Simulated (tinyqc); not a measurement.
Inside a calculation (part 1 of 2). Method: RHF in the sto-3g basis, for LiH, spin multiplicity 1. Computed by tinyqc, a small Python program that keeps every step (integrals from PySCF). Settings: charge = 0, multiplicity = 1, basis = sto-3g, energy threshold = 1e-08, iteration cap = 83, orthogonalisation = symmetric, start = core, DIIS depth = 8, DIIS from iteration = 2, method = RHF. Command: `OMP_NUM_THREADS=1 python tinyqc.py 30341 30342 out.jsonl` (the two numbers bound the seeds that draw the settings). One thread of a shared host (Intel(R) Xeon(R) Processor @ 2.60GHz), about 0.06 s of CPU time with the checks. Later iterations appear only in the table of the cycle.

## One-electron integrals

Geometry (angstrom):
```
atom         x         y         z
Li    0.000000  0.000000  0.000000
H     0.000000  0.000000  1.907000
```

Basis sto-3g: exponents (1/bohr^2) and contraction coefficients of normalised primitives:
```
element  l (shell)   exponent  coefficient
Li           s (1)  16.119575     0.154329
Li           s (1)   2.936201     0.535328
Li           s (1)   0.794651     0.444635
Li           s (2)   0.636290    -0.099967
Li           s (2)   0.147860     0.399513
Li           s (2)   0.048089     0.700115
Li           p (3)   0.636290     0.155916
Li           p (3)   0.147860     0.607684
Li           p (3)   0.048089     0.391957
H            s (1)   3.425251     0.154329
H            s (1)   0.623914     0.535328
H            s (1)   0.168855     0.444635
```

Overlap, kinetic and nuclear-attraction integrals over the contracted functions; the nuclear repulsion is the sum of Za Zb / Rab.

nuclear repulsion = 0.83247595 hartree

overlap S, order 1Li 1s, 1Li 2s, 1Li 2px, 1Li 2py, 1Li 2pz, 2H 1s:
$$\begin{pmatrix}
1.000000 & 0.241137 & 0.000000 & 0.000000 & 0.000000 & 0.034110 \\
0.241137 & 1.000000 & 0.000000 & 0.000000 & 0.000000 & 0.320257 \\
0.000000 & 0.000000 & 1.000000 & 0.000000 & 0.000000 & 0.000000 \\
0.000000 & 0.000000 & 0.000000 & 1.000000 & 0.000000 & 0.000000 \\
0.000000 & 0.000000 & 0.000000 & 0.000000 & 1.000000 & 0.444973 \\
0.034110 & 0.320257 & 0.000000 & 0.000000 & 0.444973 & 1.000000
\end{pmatrix}$$

kinetic energy T (hartree), order 1Li 1s, 1Li 2s, 1Li 2px, 1Li 2py, 1Li 2pz, 2H 1s:
$$\begin{pmatrix}
3.576786 & -0.020237 & 0.000000 & 0.000000 & 0.000000 & -0.010450 \\
-0.020237 & 0.102163 & 0.000000 & 0.000000 & 0.000000 & 0.023954 \\
0.000000 & 0.000000 & 0.319682 & 0.000000 & 0.000000 & 0.000000 \\
0.000000 & 0.000000 & 0.000000 & 0.319682 & 0.000000 & 0.000000 \\
0.000000 & 0.000000 & 0.000000 & 0.000000 & 0.319682 & 0.084482 \\
-0.010450 & 0.023954 & 0.000000 & 0.000000 & 0.084482 & 0.760032
\end{pmatrix}$$

nuclear attraction V (hartree), order 1Li 1s, 1Li 2s, 1Li 2px, 1Li 2py, 1Li 2pz, 2H 1s:
$$\begin{pmatrix}
-8.260373 & -1.031257 & 0.000000 & 0.000000 & -0.011338 & -0.142634 \\
-1.031257 & -1.465680 & 0.000000 & 0.000000 & -0.104379 & -0.543920 \\
0.000000 & 0.000000 & -1.428698 & 0.000000 & 0.000000 & 0.000000 \\
0.000000 & 0.000000 & 0.000000 & -1.428698 & 0.000000 & 0.000000 \\
-0.011338 & -0.104379 & 0.000000 & 0.000000 & -1.510880 & -0.764416 \\
-0.142634 & -0.543920 & 0.000000 & 0.000000 & -0.764416 & -2.058584
\end{pmatrix}$$

core Hamiltonian H = T + V (hartree), order 1Li 1s, 1Li 2s, 1Li 2px, 1Li 2py, 1Li 2pz, 2H 1s:
$$\begin{pmatrix}
-4.683587 & -1.051494 & 0.000000 & 0.000000 & -0.011338 & -0.153085 \\
-1.051494 & -1.363517 & 0.000000 & 0.000000 & -0.104379 & -0.519966 \\
0.000000 & 0.000000 & -1.109016 & 0.000000 & 0.000000 & 0.000000 \\
0.000000 & 0.000000 & 0.000000 & -1.109016 & 0.000000 & 0.000000 \\
-0.011338 & -0.104379 & 0.000000 & 0.000000 & -1.191198 & -0.679934 \\
-0.153085 & -0.519966 & 0.000000 & 0.000000 & -0.679934 & -1.298553
\end{pmatrix}$$

## Two-electron integrals

Functions are numbered as in S; the eight-fold symmetry (ij|kl) = (ji|kl) = (kl|ij) leaves the list below.

Two-electron integrals (ij|kl) in chemists' order, unique and non-zero (hartree):
```
(11|11) 1.680395   (21|11) 0.265420   (21|21) 0.049941   (22|11) 0.397727
(22|21) 0.092860   (22|22) 0.290562   (31|31) 0.008981   (32|31) 0.013788
(32|32) 0.064184   (33|11) 0.396640   (33|21) 0.092880   (33|22) 0.290497
(33|33) 0.312946   (41|41) 0.008981   (42|41) 0.013788   (42|42) 0.064184
(43|43) 0.016869   (44|11) 0.396640   (44|21) 0.092880   (44|22) 0.290497
(44|33) 0.279207   (44|44) 0.312946   (51|51) 0.008981   (52|51) 0.013788
(52|52) 0.064184   (53|53) 0.016869   (54|54) 0.016869   (55|11) 0.396640
(55|21) 0.092880   (55|22) 0.290497   (55|33) 0.279207   (55|44) 0.279207
(55|55) 0.312946   (61|11) 0.036164   (61|21) 0.006853   (61|22) 0.013036
(61|33) 0.012884   (61|44) 0.012884   (61|51) 0.000839   (61|52) 0.001637
(61|55) 0.013346   (61|61) 0.001033   (62|11) 0.107729   (62|21) 0.025565
(62|22) 0.087583   (62|33) 0.082737   (62|44) 0.082737   (62|51) 0.004064
(62|52) 0.026970   (62|55) 0.097191   (62|61) 0.004223   (62|62) 0.047481
(63|31) 0.001790   (63|32) 0.008955   (63|53) 0.003890   (63|63) 0.002941
(64|41) 0.001790   (64|42) 0.008955   (64|54) 0.003890   (64|64) 0.002941
(65|11) 0.140535   (65|21) 0.033630   (65|22) 0.119020   (65|33) 0.110841
(65|44) 0.110841   (65|51) 0.006266   (65|52) 0.041464   (65|55) 0.135256
(65|61) 0.005723   (65|62) 0.069945   (65|65) 0.104024   (66|11) 0.277227
(66|21) 0.066755   (66|22) 0.252718   (66|33) 0.230675   (66|44) 0.230675
(66|51) 0.011125   (66|52) 0.094301   (66|55) 0.296669   (66|61) 0.011315
(66|62) 0.175541   (66|65) 0.267180   (66|66) 0.774606
```

## Orthogonalisation

S = U s U^T; symmetric (Loewdin) form X = U s^(-1/2) U^T, so that X^T S X = 1.

eigenvalues of S: [0.439840, 0.802145, 1.000000, 1.000000, 1.179593, 1.578422]

X, order 1Li 1s, 1Li 2s, 1Li 2px, 1Li 2py, 1Li 2pz, 2H 1s:
$$\begin{pmatrix}
1.023413 & -0.130474 & 0.000000 & 0.000000 & -0.007183 & 0.017063 \\
-0.130474 & 1.074926 & 0.000000 & 0.000000 & 0.070808 & -0.203959 \\
0.000000 & 0.000000 & 1.000000 & 0.000000 & 0.000000 & 0.000000 \\
0.000000 & 0.000000 & 0.000000 & 1.000000 & 0.000000 & 0.000000 \\
-0.007183 & 0.070808 & 0.000000 & 0.000000 & 1.096153 & -0.277978 \\
0.017063 & -0.203959 & 0.000000 & 0.000000 & -0.277978 & 1.146565
\end{pmatrix}$$

## Starting guess

The start is the orbitals of the core Hamiltonian; D = 2 C_occ C_occ^T.

D at the start, order 1Li 1s, 1Li 2s, 1Li 2px, 1Li 2py, 1Li 2pz, 2H 1s:
$$\begin{pmatrix}
2.046638 & -0.141596 & 0.000000 & 0.000000 & -0.089298 & -0.113256 \\
-0.141596 & 0.344784 & 0.000000 & 0.000000 & 0.340954 & 0.466672 \\
0.000000 & 0.000000 & 0.000000 & 0.000000 & 0.000000 & 0.000000 \\
0.000000 & 0.000000 & 0.000000 & 0.000000 & 0.000000 & 0.000000 \\
-0.089298 & 0.340954 & 0.000000 & 0.000000 & 0.338461 & 0.463489 \\
-0.113256 & 0.466672 & 0.000000 & 0.000000 & 0.463489 & 0.634741
\end{pmatrix}$$

## Iteration 1: building the Fock matrix

J_ij = sum D_kl (ij|kl), K_ij = sum D_kl (ik|jl); F = H + J - 0.5 K; E = tr D H + tr D J / 2 - 0.25 tr D K + E_nn.

Coulomb J (hartree), order 1Li 1s, 1Li 2s, 1Li 2px, 1Li 2py, 1Li 2pz, 2H 1s:
$$\begin{pmatrix}
4.033970 & 0.688384 & 0.000000 & 0.000000 & 0.024272 & 0.098246 \\
0.688384 & 1.335740 & 0.000000 & 0.000000 & 0.164400 & 0.513620 \\
0.000000 & 0.000000 & 1.303605 & 0.000000 & 0.000000 & 0.000000 \\
0.000000 & 0.000000 & 0.000000 & 1.303605 & 0.000000 & 0.000000 \\
0.024272 & 0.164400 & 0.000000 & 0.000000 & 1.392930 & 0.722076 \\
0.098246 & 0.513620 & 0.000000 & 0.000000 & 0.722076 & 1.698963
\end{pmatrix}$$

exchange K (hartree), order 1Li 1s, 1Li 2s, 1Li 2px, 1Li 2py, 1Li 2pz, 2H 1s:
$$\begin{pmatrix}
3.383893 & 0.526875 & 0.000000 & 0.000000 & 0.013317 & 0.085552 \\
0.526875 & 0.328913 & 0.000000 & 0.000000 & 0.283927 & 0.419023 \\
0.000000 & 0.000000 & 0.055742 & 0.000000 & 0.000000 & 0.000000 \\
0.000000 & 0.000000 & 0.000000 & 0.055742 & 0.000000 & 0.000000 \\
0.013317 & 0.283927 & 0.000000 & 0.000000 & 0.371215 & 0.531559 \\
0.085552 & 0.419023 & 0.000000 & 0.000000 & 0.531559 & 0.999793
\end{pmatrix}$$

Fock matrix F (hartree), order 1Li 1s, 1Li 2s, 1Li 2px, 1Li 2py, 1Li 2pz, 2H 1s:
$$\begin{pmatrix}
-2.341563 & -0.626547 & 0.000000 & 0.000000 & 0.006276 & -0.097615 \\
-0.626547 & -0.192233 & 0.000000 & 0.000000 & -0.081942 & -0.215858 \\
0.000000 & 0.000000 & 0.166717 & 0.000000 & 0.000000 & 0.000000 \\
0.000000 & 0.000000 & 0.000000 & 0.166717 & 0.000000 & 0.000000 \\
0.006276 & -0.081942 & 0.000000 & 0.000000 & 0.016124 & -0.223638 \\
-0.097615 & -0.215858 & 0.000000 & 0.000000 & -0.223638 & -0.099486
\end{pmatrix}$$

total energy of this density = -7.82650921 hartree

## Iteration 1: diagonalisation and new density

Diagonalise F' = X^T F X, C = X C', fill 2 alpha and 2 beta electrons from the bottom; D = 2 C_occ C_occ^T. Each column has its largest component positive (the first on a tie).

F' = X^T F X (hartree):
$$\begin{pmatrix}
-2.291110 & -0.347819 & 0.000000 & 0.000000 & 0.007207 & 0.000754 \\
-0.347819 & -0.006968 & 0.000000 & 0.000000 & 0.009882 & -0.222867 \\
0.000000 & 0.000000 & 0.166717 & 0.000000 & 0.000000 & 0.000000 \\
0.000000 & 0.000000 & 0.000000 & 0.166717 & 0.000000 & 0.000000 \\
0.007207 & 0.009882 & 0.000000 & 0.000000 & 0.142816 & -0.278602 \\
0.000754 & -0.222867 & 0.000000 & 0.000000 & -0.278602 & 0.096486
\end{pmatrix}$$

orbital energies (hartree): MO1 -2.343335, MO2 -0.253377, MO3 0.074461, MO4 0.166717, MO5 0.166717, MO6 0.463475

coefficients C, order 1Li 1s, 1Li 2s, 1Li 2px, 1Li 2py, 1Li 2pz, 2H 1s:
$$\begin{pmatrix}
0.992849 & -0.142896 & -0.214391 & 0.000000 & 0.000000 & 0.112293 \\
0.027768 & 0.441678 & 0.818466 & 0.000000 & 0.000000 & -0.594445 \\
0.000000 & 0.000000 & 0.000000 & 0.993899 & 0.110292 & 0.000000 \\
0.000000 & 0.000000 & 0.000000 & -0.110292 & 0.993899 & 0.000000 \\
-0.002400 & 0.373442 & -0.590892 & 0.000000 & 0.000000 & -0.891780 \\
0.002085 & 0.573116 & -0.132187 & 0.000000 & 0.000000 & 1.042992
\end{pmatrix}$$

D after iteration 1, order 1Li 1s, 1Li 2s, 1Li 2px, 1Li 2py, 1Li 2pz, 2H 1s:
$$\begin{pmatrix}
2.012336 & -0.071089 & 0.000000 & 0.000000 & -0.111493 & -0.159652 \\
-0.071089 & 0.391701 & 0.000000 & 0.000000 & 0.329749 & 0.506381 \\
0.000000 & 0.000000 & 0.000000 & 0.000000 & 0.000000 & 0.000000 \\
0.000000 & 0.000000 & 0.000000 & 0.000000 & 0.000000 & 0.000000 \\
-0.111493 & 0.329749 & 0.000000 & 0.000000 & 0.278929 & 0.428041 \\
-0.159652 & 0.506381 & 0.000000 & 0.000000 & 0.428041 & 0.656932
\end{pmatrix}$$

Within a degenerate level the vectors are fixed only up to a rotation; this is one choice.

## Iteration 2: building the Fock matrix

As before.

Coulomb J (hartree), order 1Li 1s, 1Li 2s, 1Li 2px, 1Li 2py, 1Li 2pz, 2H 1s:
$$\begin{pmatrix}
4.010194 & 0.685641 & 0.000000 & 0.000000 & 0.023611 & 0.097800 \\
0.685641 & 1.334446 & 0.000000 & 0.000000 & 0.163493 & 0.513383 \\
0.000000 & 0.000000 & 1.302740 & 0.000000 & 0.000000 & 0.000000 \\
0.000000 & 0.000000 & 0.000000 & 1.302740 & 0.000000 & 0.000000 \\
0.023611 & 0.163493 & 0.000000 & 0.000000 & 1.390895 & 0.721900 \\
0.097800 & 0.513383 & 0.000000 & 0.000000 & 0.721900 & 1.701593
\end{pmatrix}$$

exchange K (hartree), order 1Li 1s, 1Li 2s, 1Li 2px, 1Li 2py, 1Li 2pz, 2H 1s:
$$\begin{pmatrix}
3.362641 & 0.548978 & 0.000000 & 0.000000 & -0.002608 & 0.079218 \\
0.548978 & 0.353831 & 0.000000 & 0.000000 & 0.278270 & 0.427432 \\
0.000000 & 0.000000 & 0.059720 & 0.000000 & 0.000000 & 0.000000 \\
0.000000 & 0.000000 & 0.000000 & 0.059720 & 0.000000 & 0.000000 \\
-0.002608 & 0.278270 & 0.000000 & 0.000000 & 0.352663 & 0.520622 \\
0.079218 & 0.427432 & 0.000000 & 0.000000 & 0.520622 & 1.005704
\end{pmatrix}$$

Fock matrix F (hartree), order 1Li 1s, 1Li 2s, 1Li 2px, 1Li 2py, 1Li 2pz, 2H 1s:
$$\begin{pmatrix}
-2.354714 & -0.640342 & 0.000000 & 0.000000 & 0.013578 & -0.094894 \\
-0.640342 & -0.205986 & 0.000000 & 0.000000 & -0.080021 & -0.220299 \\
0.000000 & 0.000000 & 0.163864 & 0.000000 & 0.000000 & 0.000000 \\
0.000000 & 0.000000 & 0.000000 & 0.163864 & 0.000000 & 0.000000 \\
0.013578 & -0.080021 & 0.000000 & 0.000000 & 0.023366 & -0.218346 \\
-0.094894 & -0.220299 & 0.000000 & 0.000000 & -0.218346 & -0.099811
\end{pmatrix}$$

total energy of this density = -7.83936361 hartree

## Iteration 2: diagonalisation and new density

As before.

F' = X^T F X (hartree):
$$\begin{pmatrix}
-2.301424 & -0.359803 & 0.000000 & 0.000000 & 0.013448 & 0.004875 \\
-0.359803 & -0.017093 & 0.000000 & 0.000000 & 0.011032 & -0.226182 \\
0.000000 & 0.000000 & 0.163864 & 0.000000 & 0.000000 & 0.000000 \\
0.000000 & 0.000000 & 0.000000 & 0.163864 & 0.000000 & 0.000000 \\
0.013448 & 0.011032 & 0.000000 & 0.000000 & 0.148580 & -0.274444 \\
0.004875 & -0.226182 & 0.000000 & 0.000000 & -0.274444 & 0.095096
\end{pmatrix}$$

orbital energies (hartree): MO1 -2.357170, MO2 -0.254462, MO3 0.074212, MO4 0.163864, MO5 0.163864, MO6 0.462579

coefficients C, order 1Li 1s, 1Li 2s, 1Li 2px, 1Li 2py, 1Li 2pz, 2H 1s:
$$\begin{pmatrix}
0.991529 & -0.148008 & -0.216428 & 0.000000 & 0.000000 & 0.113418 \\
0.032918 & 0.459994 & 0.808178 & 0.000000 & 0.000000 & -0.594367 \\
0.000000 & 0.000000 & 0.000000 & 0.989859 & -0.142054 & 0.000000 \\
0.000000 & 0.000000 & 0.000000 & 0.142054 & 0.989859 & 0.000000 \\
-0.004646 & 0.356358 & -0.598408 & 0.000000 & 0.000000 & -0.893747 \\
0.000279 & 0.572573 & -0.147925 & 0.000000 & 0.000000 & 1.041178
\end{pmatrix}$$

D after iteration 2, order 1Li 1s, 1Li 2s, 1Li 2px, 1Li 2py, 1Li 2pz, 2H 1s:
$$\begin{pmatrix}
2.010074 & -0.070888 & 0.000000 & 0.000000 & -0.114702 & -0.168937 \\
-0.070888 & 0.425357 & 0.000000 & 0.000000 & 0.327540 & 0.526779 \\
0.000000 & 0.000000 & 0.000000 & 0.000000 & 0.000000 & 0.000000 \\
0.000000 & 0.000000 & 0.000000 & 0.000000 & 0.000000 & 0.000000 \\
-0.114702 & 0.327540 & 0.000000 & 0.000000 & 0.254026 & 0.408079 \\
-0.168937 & 0.526779 & 0.000000 & 0.000000 & 0.408079 & 0.655679
\end{pmatrix}$$

Within a degenerate level the vectors are fixed only up to a rotation; this is one choice.

## Iteration 3: building the Fock matrix

As before.

Coulomb J (hartree), order 1Li 1s, 1Li 2s, 1Li 2px, 1Li 2py, 1Li 2pz, 2H 1s:
$$\begin{pmatrix}
4.007771 & 0.685362 & 0.000000 & 0.000000 & 0.023379 & 0.097725 \\
0.685362 & 1.334391 & 0.000000 & 0.000000 & 0.162417 & 0.512378 \\
0.000000 & 0.000000 & 1.303125 & 0.000000 & 0.000000 & 0.000000 \\
0.000000 & 0.000000 & 0.000000 & 1.303125 & 0.000000 & 0.000000 \\
0.023379 & 0.162417 & 0.000000 & 0.000000 & 1.389964 & 0.720269 \\
0.097725 & 0.512378 & 0.000000 & 0.000000 & 0.720269 & 1.696936
\end{pmatrix}$$

exchange K (hartree), order 1Li 1s, 1Li 2s, 1Li 2px, 1Li 2py, 1Li 2pz, 2H 1s:
$$\begin{pmatrix}
3.359976 & 0.550854 & 0.000000 & 0.000000 & -0.005137 & 0.077841 \\
0.550854 & 0.363898 & 0.000000 & 0.000000 & 0.276917 & 0.430870 \\
0.000000 & 0.000000 & 0.061619 & 0.000000 & 0.000000 & 0.000000 \\
0.000000 & 0.000000 & 0.000000 & 0.061619 & 0.000000 & 0.000000 \\
-0.005137 & 0.276917 & 0.000000 & 0.000000 & 0.343060 & 0.512652 \\
0.077841 & 0.430870 & 0.000000 & 0.000000 & 0.512652 & 0.999679
\end{pmatrix}$$

Fock matrix F (hartree), order 1Li 1s, 1Li 2s, 1Li 2px, 1Li 2py, 1Li 2pz, 2H 1s:
$$\begin{pmatrix}
-2.355804 & -0.641559 & 0.000000 & 0.000000 & 0.014610 & -0.094280 \\
-0.641559 & -0.211075 & 0.000000 & 0.000000 & -0.080421 & -0.223023 \\
0.000000 & 0.000000 & 0.163300 & 0.000000 & 0.000000 & 0.000000 \\
0.000000 & 0.000000 & 0.000000 & 0.163300 & 0.000000 & 0.000000 \\
0.014610 & -0.080421 & 0.000000 & 0.000000 & 0.027236 & -0.215992 \\
-0.094280 & -0.223023 & 0.000000 & 0.000000 & -0.215992 & -0.101456
\end{pmatrix}$$

total energy of this density = -7.84016564 hartree

## Iteration 3: DIIS over 2 matrices

error matrix X^T (FDS - SDF) X:
$$\begin{pmatrix}
0.000000 & 0.002571 & 0.000000 & 0.000000 & -0.000467 & -0.000290 \\
-0.002571 & 0.000000 & 0.000000 & 0.000000 & -0.006618 & -0.003888 \\
0.000000 & 0.000000 & 0.000000 & 0.000000 & 0.000000 & 0.000000 \\
0.000000 & 0.000000 & 0.000000 & 0.000000 & 0.000000 & 0.000000 \\
0.000467 & 0.006618 & 0.000000 & 0.000000 & 0.000000 & 0.005350 \\
0.000290 & 0.003888 & 0.000000 & 0.000000 & -0.005350 & 0.000000
\end{pmatrix}$$

B (overlaps of the stored error matrices):
$$\begin{pmatrix}
2.0417926e-03 & 4.7681058e-04 \\
4.7681058e-04 & 1.8889779e-04
\end{pmatrix}$$

Minimise |sum c_i e_i|^2 with sum c_i = 1: solve [B -1; -1 0][c; lambda] = [0; -1] with B_ij = tr e_i^T e_j, and take F = sum c_i F_i.

DIIS coefficients: [-0.225448, 1.225448]

extrapolated F (hartree), order 1Li 1s, 1Li 2s, 1Li 2px, 1Li 2py, 1Li 2pz, 2H 1s:
$$\begin{pmatrix}
-2.356049 & -0.641833 & 0.000000 & 0.000000 & 0.014843 & -0.094142 \\
-0.641833 & -0.212222 & 0.000000 & 0.000000 & -0.080511 & -0.223637 \\
0.000000 & 0.000000 & 0.163173 & 0.000000 & 0.000000 & 0.000000 \\
0.000000 & 0.000000 & 0.000000 & 0.163173 & 0.000000 & 0.000000 \\
0.014843 & -0.080511 & 0.000000 & 0.000000 & 0.028109 & -0.215461 \\
-0.094142 & -0.223637 & 0.000000 & 0.000000 & -0.215461 & -0.101827
\end{pmatrix}$$

## Iteration 3: diagonalisation and new density

As before.

F' = X^T F X (hartree):
$$\begin{pmatrix}
-2.302510 & -0.360611 & 0.000000 & 0.000000 & 0.014588 & 0.005948 \\
-0.360611 & -0.022641 & 0.000000 & 0.000000 & 0.010447 & -0.228271 \\
0.000000 & 0.000000 & 0.163173 & 0.000000 & 0.000000 & 0.000000 \\
0.000000 & 0.000000 & 0.000000 & 0.163173 & 0.000000 & 0.000000 \\
0.014588 & 0.010447 & 0.000000 & 0.000000 & 0.152374 & -0.271637 \\
0.005948 & -0.228271 & 0.000000 & 0.000000 & -0.271637 & 0.092248
\end{pmatrix}$$

orbital energies (hartree): MO1 -2.358600, MO2 -0.256760, MO3 0.074495, MO4 0.163173, MO5 0.163173, MO6 0.460335

coefficients C, order 1Li 1s, 1Li 2s, 1Li 2px, 1Li 2py, 1Li 2pz, 2H 1s:
$$\begin{pmatrix}
0.991361 & -0.151175 & -0.215110 & 0.000000 & 0.000000 & 0.113221 \\
0.033580 & 0.471794 & 0.802411 & 0.000000 & 0.000000 & -0.592893 \\
0.000000 & 0.000000 & 0.000000 & 0.995657 & -0.093092 & 0.000000 \\
0.000000 & 0.000000 & 0.000000 & 0.093092 & 0.995657 & 0.000000 \\
-0.005017 & 0.344577 & -0.601325 & 0.000000 & 0.000000 & -0.896403 \\
-0.000044 & 0.572388 & -0.160500 & 0.000000 & 0.000000 & 1.039415
\end{pmatrix}$$

D after iteration 3, order 1Li 1s, 1Li 2s, 1Li 2px, 1Li 2py, 1Li 2pz, 2H 1s:
$$\begin{pmatrix}
2.011300 & -0.076066 & 0.000000 & 0.000000 & -0.114131 & -0.173148 \\
-0.076066 & 0.447434 & 0.000000 & 0.000000 & 0.324802 & 0.540095 \\
0.000000 & 0.000000 & 0.000000 & 0.000000 & 0.000000 & 0.000000 \\
0.000000 & 0.000000 & 0.000000 & 0.000000 & 0.000000 & 0.000000 \\
-0.114131 & 0.324802 & 0.000000 & 0.000000 & 0.237518 & 0.394464 \\
-0.173148 & 0.540095 & 0.000000 & 0.000000 & 0.394464 & 0.655255
\end{pmatrix}$$

Within a degenerate level the vectors are fixed only up to a rotation; this is one choice.

## Iteration 4: building the Fock matrix

As before.

Coulomb J (hartree), order 1Li 1s, 1Li 2s, 1Li 2px, 1Li 2py, 1Li 2pz, 2H 1s:
$$\begin{pmatrix}
4.007936 & 0.685366 & 0.000000 & 0.000000 & 0.023240 & 0.097701 \\
0.685366 & 1.334411 & 0.000000 & 0.000000 & 0.161617 & 0.511682 \\
0.000000 & 0.000000 & 1.303433 & 0.000000 & 0.000000 & 0.000000 \\
0.000000 & 0.000000 & 0.000000 & 1.303433 & 0.000000 & 0.000000 \\
0.023240 & 0.161617 & 0.000000 & 0.000000 & 1.389403 & 0.719137 \\
0.097701 & 0.511682 & 0.000000 & 0.000000 & 0.719137 & 1.693739
\end{pmatrix}$$

exchange K (hartree), order 1Li 1s, 1Li 2s, 1Li 2px, 1Li 2py, 1Li 2pz, 2H 1s:
$$\begin{pmatrix}
3.360096 & 0.550636 & 0.000000 & 0.000000 & -0.005593 & 0.077269 \\
0.550636 & 0.369715 & 0.000000 & 0.000000 & 0.275875 & 0.432936 \\
0.000000 & 0.000000 & 0.062742 & 0.000000 & 0.000000 & 0.000000 \\
0.000000 & 0.000000 & 0.000000 & 0.062742 & 0.000000 & 0.000000 \\
-0.005593 & 0.275875 & 0.000000 & 0.000000 & 0.336503 & 0.507166 \\
0.077269 & 0.432936 & 0.000000 & 0.000000 & 0.507166 & 0.995568
\end{pmatrix}$$

Fock matrix F (hartree), order 1Li 1s, 1Li 2s, 1Li 2px, 1Li 2py, 1Li 2pz, 2H 1s:
$$\begin{pmatrix}
-2.355699 & -0.641446 & 0.000000 & 0.000000 & 0.014698 & -0.094019 \\
-0.641446 & -0.213964 & 0.000000 & 0.000000 & -0.080700 & -0.224752 \\
0.000000 & 0.000000 & 0.163046 & 0.000000 & 0.000000 & 0.000000 \\
0.000000 & 0.000000 & 0.000000 & 0.163046 & 0.000000 & 0.000000 \\
0.014698 & -0.080700 & 0.000000 & 0.000000 & 0.029953 & -0.214380 \\
-0.094019 & -0.224752 & 0.000000 & 0.000000 & -0.214380 & -0.102597
\end{pmatrix}$$

total energy of this density = -7.84038350 hartree
